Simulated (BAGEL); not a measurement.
# CH3ClSi (SMILES [SiH3][C]Cl): ROHF/def2-SVPD (density fitting with qzvpp-jkfit)

What is the vertical ionisation energy of CH3ClSi at ROHF/def2-SVPD (density fitting with qzvpp-jkfit)? 

Program for the calculation: BAGEL 1.2.2.

2 further runs of the same task are left out: 2 set aside as unsound or not needed.

**1. The system as given**

The species is CH3ClSi (6 atoms), meant as a triplet with charge 0. As SMILES, `[SiH3][C]Cl`. Geometry: relaxed at GFN2-xTB.

Bond lengths: Si1–C2 1.839 Å, C2–Cl3 1.634 Å, Si1–H4 1.470 Å, Si1–H5 1.458 Å, Si1–H6 1.470 Å. Angles: Si1–C2–Cl3 135.3°, C2–Si1–H4 111.5°, C2–Si1–H5 104.3°, C2–Si1–H6 111.5°, H4–Si1–H5 110.9°, H4–Si1–H6 107.8°, H5–Si1–H6 111.0°.

**2. A single-point energy at ROHF/def2-SVPD (density fitting with qzvpp-jkfit)**

File job.json:

```json
{ "bagel" : [

{
  "title" : "molecule",
  "basis" : "def2-svpd.json",
  "df_basis" : "qzvpp-jkfit",
  "angstrom" : true,
  "geometry" : [
    { "atom" : "Si", "xyz" : [      -0.109980,       0.539700,      -0.228010 ] },
    { "atom" : "C", "xyz" : [      -0.339680,      -1.137040,       0.492720 ] },
    { "atom" : "Cl", "xyz" : [       0.654920,      -2.337310,       0.982870 ] },
    { "atom" : "H", "xyz" : [       0.597870,       0.480370,      -1.515060 ] },
    { "atom" : "H", "xyz" : [      -1.467010,       1.044810,      -0.402360 ] },
    { "atom" : "H", "xyz" : [       0.663870,       1.409470,       0.669840 ] }
  ]
},

{ "title" : "rohf", "charge" : 0, "nopen" : 2 },

{ "title" : "print", "file" : "orbitals.molden", "orbitals" : true }

]}
```

The basis set def2-SVPD is read from a file made from the Basis Set Exchange's data (not shown).

Run with:

```sh
$ BAGEL_NUM_THREADS=1 BAGEL job.json > job.out
```

What it wrote:

```text
* using 1 threads per process

  ===============================================================
  ===============================================================

  *** Geometry ***

  { "atom" : "Si", "xyz" : [     -0.207832,      1.019885,     -0.430876 ] },
  { "atom" : "C", "xyz" : [     -0.641902,     -2.148694,      0.931106 ] },
  { "atom" : "Cl", "xyz" : [      1.237619,     -4.416876,      1.857355 ] },
  { "atom" : "H", "xyz" : [      1.129811,      0.907768,     -2.863048 ] },
  { "atom" : "H", "xyz" : [     -2.772247,      1.974405,     -0.760350 ] },
  { "atom" : "H", "xyz" : [      1.254532,      2.663512,      1.265814 ] },

  Number of auxiliary basis functions:      385

  Since a DF basis is specified, we compute 2- and 3-index integrals:
    o Being stored without compression. Storage requirement is 0.028 GB

  Number of basis functions:       95
  Number of electrons      :       40

    * METHOD: MOLECULE                             0.12

  *** Open-shell HF ***

  === Nuclear Repulsion ===
   122.6451768644

      * DIIS with orbital gradients will be used.

  === ROHF iteration (def2-svpd.json) ===
      0       -787.60165013          0.01631949           0.08
      1       -787.66949446          0.00623110           0.08
      2       -787.68197539          0.00277593           0.08
      3       -787.68578432          0.00133254           0.08
      4       -787.68691407          0.00056614           0.08
      5       -787.68731741          0.00025687           0.08
      6       -787.68743611          0.00007404           0.09
      7       -787.68750595          0.00003428           0.08
      8       -787.68751726          0.00000896           0.08
      9       -787.68752129          0.00000297           0.08
     10       -787.68752234          0.00000111           0.08
     11       -787.68752214          0.00000030           0.08
     12       -787.68752215          0.00000013           0.08
     13       -787.68752215          0.00000005           0.08
     14       -787.68752216          0.00000002           0.08
     15       -787.68752216          0.00000001           0.09
    * SCF iteration converged.

    * S^2 (ROHF) is 2.0000

    * Permanent dipole moment:
           (    0.021326,    -0.314452,     0.133828) a.u.

    * METHOD: ROHF                                 1.45

    * METHOD: PRINT                                0.01

  ===============================================================
```

It took 1.8 s on 1 thread of Arm Neoverse V2, shared host; peak memory 0.11 GiB.

**3. The doublet cation at the same level**

File input.json:

```json
{ "bagel": [

{
  "title": "molecule",
  "basis": "def2-svpd.json",
  "df_basis": "qzvpp-jkfit",
  "angstrom": true,
  "geometry": [
    { "atom": "Si", "xyz": [   -0.109980,    0.539700,   -0.228010 ] },
    { "atom": "C", "xyz": [   -0.339680,   -1.137040,    0.492720 ] },
    { "atom": "Cl", "xyz": [    0.654920,   -2.337310,    0.982870 ] },
    { "atom": "H", "xyz": [    0.597870,    0.480370,   -1.515060 ] },
    { "atom": "H", "xyz": [   -1.467010,    1.044810,   -0.402360 ] },
    { "atom": "H", "xyz": [    0.663870,    1.409470,    0.669840 ] }
  ]
},
{ "title": "rohf", "charge": 1, "nopen": 1 },
{ "title": "print", "file": "orbitals.molden", "orbitals": true }

]}
```

The basis set def2-SVPD is read from a file made from the Basis Set Exchange's data (not shown).

Run with:

```sh
$ BAGEL_NUM_THREADS=1 BAGEL input.json > input.out
```

What it wrote:

```text
* using 1 threads per process

  ===============================================================
  ===============================================================

  *** Geometry ***

  { "atom" : "Si", "xyz" : [     -0.207832,      1.019885,     -0.430876 ] },
  { "atom" : "C", "xyz" : [     -0.641902,     -2.148694,      0.931106 ] },
  { "atom" : "Cl", "xyz" : [      1.237619,     -4.416876,      1.857355 ] },
  { "atom" : "H", "xyz" : [      1.129811,      0.907768,     -2.863048 ] },
  { "atom" : "H", "xyz" : [     -2.772247,      1.974405,     -0.760350 ] },
  { "atom" : "H", "xyz" : [      1.254532,      2.663512,      1.265814 ] },

  Number of auxiliary basis functions:      385

  Since a DF basis is specified, we compute 2- and 3-index integrals:
    o Being stored without compression. Storage requirement is 0.028 GB

  Number of basis functions:       95
  Number of electrons      :       40

    * METHOD: MOLECULE                             0.12

  *** Open-shell HF ***

  === Nuclear Repulsion ===
   122.6451768644

      * DIIS with orbital gradients will be used.

  === ROHF iteration (def2-svpd.json) ===
      0       -787.25386452          0.02431582           0.08
      1       -787.33403613          0.01322309           0.08
      2       -787.35377836          0.00910666           0.08
      3       -787.36776979          0.00172172           0.08
      4       -787.36923742          0.00056504           0.08
      5       -787.36974763          0.00025811           0.08
      6       -787.36985974          0.00008946           0.08
      7       -787.36994120          0.00003834           0.08
      8       -787.36995601          0.00001195           0.08
      9       -787.36996182          0.00000468           0.08
     10       -787.36996344          0.00000226           0.08
     11       -787.36996354          0.00000060           0.08
     12       -787.36996344          0.00000025           0.08
     13       -787.36996342          0.00000014           0.08
     14       -787.36996342          0.00000011           0.08
     15       -787.36996342          0.00000009           0.08
     16       -787.36996343          0.00000008           0.08
     17       -787.36996343          0.00000006           0.08
     18       -787.36996343          0.00000004           0.08
     19       -787.36996344          0.00000002           0.08
     20       -787.36996344          0.00000001           0.08
    * SCF iteration converged.

    * S^2 (ROHF) is 0.7500

    * Permanent dipole moment:
           (    0.122576,    -0.011633,     0.003370) a.u.

    * METHOD: ROHF                                 1.81

    * METHOD: PRINT                                0.01

  ===============================================================
```

Wall time 2.1 s (1 thread of Arm Neoverse V2, shared host); peak memory 0.1 GiB.

**4. Outcome**

At ROHF/def2-SVPD (density fitting with qzvpp-jkfit):

| quantity | value |
| --- | --- |
| triplet CH3ClSi: total energy | -787.68752 Eh |
| triplet CH3ClSi: dipole moment | 0.87 D |
| triplet CH3ClSi: ⟨S²⟩ | 2.000 |
| doublet cation: total energy | -787.36996 Eh |
| doublet cation: ⟨S²⟩ | 0.750 |
| vertical ionisation energy (to the doublet cation) | 8.641 eV |

What this shows: Removing an electron at fixed nuclei costs 8.64 eV (834 kJ/mol).
